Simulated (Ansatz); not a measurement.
Basis-set extrapolation for `FC1=CC(F)S1` (PBE0-D4/def2-TZVP geometry, frozen core, Ansatz 0.2.0). Multiplicity 1, RHF reference.

```
                      def2-TZVPP   def2-QZVPP
                 HF  -711.245906  -711.270577
    MP2 correlation    -1.134292    -1.228699
CCSD(T) correlation    -1.207577      not run
```

Energies in hartree. Use E(X) = E(∞) + A·exp(−7.88·√X) for Hartree–Fock and E(X) = E(∞) + B·X^(−2.97) for correlation, with X = 3 and 4, and add CCSD(T) minus MP2 of the smaller set to the MP2 limit.

Problem. What is the CCSD(T) energy at the basis-set limit?

Solution. HF limit: -711.270577 + (-0.024671) × 0.13774 = -711.27398. MP2 limit: -1.228699 + (-0.094407) × 0.74074 = -1.29863. Higher-order term: -1.207577 − (-1.134292) = -0.07328. Total: -712.64589 hartree, 120.7 kcal/mol below CCSD(T)/def2-TZVPP.
